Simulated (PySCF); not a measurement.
A geometry optimisation, step by step.

Compound: CH₂N₂.
SMILES with atom numbers: `[N:1]#[C:2][NH2:3]` (hydrogens: H4, H5 on N3)

Method: PBE0-D3(BJ)/def2-SVP geometry optimisation, gas phase in PySCF 2.14.0; density fitting, grid level 1; the optimiser is geomeTRIC in internal coordinates, started from a GFN2-xTB structure with every atom displaced at random (about 0.01 Å). The frame can shift and turn from step to step; on so coarse a grid that alone can change the energy by a few meV, and forces under 0.02 eV/Å are noise.

Step 0: E = -4040.9265 eV, largest atomic force 1.378 eV/Å
```
atom  x, y, z in Å  |  force x, y, z in eV/Å
N1      1.917   -0.031   -0.036   -1.178   0.064  -0.010
C2      0.746   -0.006    0.018    1.324  -0.195   0.114
N3     -0.580    0.001    0.156    1.142  -0.637   0.435
H4     -1.004    0.858   -0.093   -0.902   0.972  -0.373
H5     -1.045   -0.856   -0.083   -0.386  -0.204  -0.165
```

Step 1: E = -4040.8770 eV, largest atomic force 0.854 eV/Å
```
atom  x, y, z in Å  |  force x, y, z in eV/Å
N1      1.600   -0.176   -0.970    0.672  -0.004   0.157
C2      0.731   -0.061   -0.213   -0.587  -0.033  -0.620
N3     -0.393    0.048    0.508   -0.315   0.155   0.048
H4     -0.902    0.908    0.284    0.168  -0.157   0.217
H5     -1.004   -0.755    0.352    0.062   0.038   0.197
```

Step 2: E = -4040.9435 eV, largest atomic force 0.555 eV/Å
```
atom  x, y, z in Å  |  force x, y, z in eV/Å
N1      1.652   -0.173   -0.949    0.123   0.025   0.258
C2      0.717   -0.064   -0.269   -0.499  -0.022  -0.241
N3     -0.406    0.045    0.465    0.217   0.015  -0.154
H4     -0.908    0.920    0.320    0.081  -0.078   0.073
H5     -1.022   -0.762    0.393    0.078   0.059   0.064
```

Step 3: E = -4040.9650 eV, largest atomic force 0.146 eV/Å
```
atom  x, y, z in Å  |  force x, y, z in eV/Å
N1      1.683   -0.170   -0.918    0.025  -0.003  -0.032
C2      0.692   -0.068   -0.320   -0.087  -0.002   0.094
N3     -0.415    0.043    0.420    0.128  -0.020  -0.068
H4     -0.903    0.929    0.352   -0.039   0.022   0.002
H5     -1.024   -0.768    0.426   -0.027   0.003   0.004
```

Step 4: E = -4040.9652 eV, largest atomic force 0.044 eV/Å
```
atom  x, y, z in Å  |  force x, y, z in eV/Å
N1      1.683   -0.169   -0.919   -0.003  -0.002  -0.002
C2      0.693   -0.069   -0.318   -0.016  -0.005   0.024
N3     -0.414    0.043    0.421    0.034   0.002  -0.028
H4     -0.904    0.928    0.351   -0.008   0.001   0.003
H5     -1.024   -0.767    0.425   -0.007   0.004   0.004
```

Step 5: E = -4040.9653 eV, largest atomic force under 0.02 eV/Å
```
atom  x, y, z in Å  |  force x, y, z in eV/Å
N1      1.683   -0.169   -0.919   -0.002  -0.004   0.000
C2      0.693   -0.069   -0.318    0.002  -0.004   0.004
N3     -0.414    0.043    0.419   -0.006   0.008  -0.005
H4     -0.904    0.928    0.352    0.003  -0.002   0.001
H5     -1.025   -0.767    0.426    0.002   0.002   0.002
```

Problem. Summarise the path.

Solution. The energy falls by 0.0388 eV from step 0 to step 5; nine tenths of that is first reached at step 3. It rises by more than 0.2 meV at step 1. The largest force goes from 1.378 to under 0.02 eV/Å. Among the bonds N3–H4 changes most, from 0.987 to 1.014 Å; the atoms move by 0.023 Å rms after alignment.

Problem. Follow the three bonds and two angles with the largest change from start to end.

Solution. 
| step | E above end (eV) | largest force (eV/Å) | N3–H4 (Å) | N1≡C2 (Å) | N3–H5 (Å) | H4–N3–H5 (°) | C2–N3–H4 (°) |
| --- | --- | --- | --- | --- | --- | --- | --- |
| 0 | 0.0388 | 1.378 | 0.987 | 1.172 | 1.005 | 118.8 | 113.9 |
| 1 | 0.0883 | 0.854 | 1.024 | 1.158 | 1.020 | 109.3 | 111.5 |
| 2 | 0.0218 | 0.555 | 1.018 | 1.162 | 1.018 | 111.9 | 113.8 |
| 3 | 0.0002 | 0.146 | 1.013 | 1.162 | 1.014 | 114.2 | 115.7 |
| 4 | 0.0000 | 0.044 | 1.014 | 1.162 | 1.014 | 114.0 | 115.8 |
| 5 | 0.0000 | under 0.02 | 1.014 | 1.162 | 1.014 | 113.9 | 115.9 |

What follows is the cost of the whole optimisation. Time: 4.0 s wall; peak memory 0.28 GiB. Hardware: one thread of an Intel Xeon Platinum 8488C, shared host.
